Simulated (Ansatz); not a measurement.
Voigt–Reuss–Hill bulk modulus of hcp Mg at several levels of theory

No measured value is used here.

```json
[
 {"level (code)": "LDA (Ansatz)", "value (GPa)": "39.8", "cell (Å³/atom)": "21.61"},
 {"level (code)": "PBE (Ansatz)", "value (GPa)": "36.1", "cell (Å³/atom)": "22.95"},
 {"level (code)": "revPBE (Ansatz)", "value (GPa)": "34.5", "cell (Å³/atom)": "23.56"},
 {"level (code)": "RPBE (Ansatz)", "value (GPa)": "34.3", "cell (Å³/atom)": "23.70"},
 {"level (code)": "PBE-D3(BJ) (Ansatz)", "value (GPa)": "40.0", "cell (Å³/atom)": "21.72"},
 {"level (code)": "r²SCAN (Ansatz)", "value (GPa)": "39.6", "cell (Å³/atom)": "22.57"},
 {"level (code)": "r²SCAN+rVV10 (Ansatz)", "value (GPa)": "40.0", "cell (Å³/atom)": "22.46"}
]
```

PBE-D3(BJ): the dispersion coefficients are held fixed in the derivatives. Each level is taken at its own relaxed cell. Cutoffs differ between the levels. Ansatz's density-functional and Hartree–Fock values are scalar-relativistic unless marked +SOC, with PAW data made under PBE.

Ansatz is a first-principles code.
